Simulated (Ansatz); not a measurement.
BH2S2, SMILES `S[B]S` radical, relaxed with UKS PBE0-D4/def2-TZVP in Ansatz from a PBE-D4/def2-SVP geometry. The force threshold is 0.005 eV/Å; the program also tests the step.

The species carries charge 0 and has multiplicity 2.

Start:

```xyz
5

S     0.700   -1.304   -0.861
B     0.917   -0.123    0.427
S     0.068    1.200    1.219
H    -0.569   -0.969   -1.292
H    -1.116    1.196    0.507
```

Q: How much energy does the relaxation release, and in how many steps? (Best estimate.)

A: Ansatz gave: 0.02 eV, in 3 steps.

Q: Which bonds change most? (Best estimate.)

A: Computed: S3–H5 from 1.381 to 1.356 Å; S1–H4 from 1.381 to 1.356 Å; S1–B2 from 1.761 to 1.749 Å; B2–S3 from 1.761 to 1.749 Å.

Q: Give the relaxed structure. (Best estimate.)

A: Computed: 
```xyz
5

S     0.686   -1.291   -0.857
B     0.913   -0.123    0.425
S     0.060    1.190    1.205
H    -0.560   -0.955   -1.273
H    -1.099    1.179    0.500
```
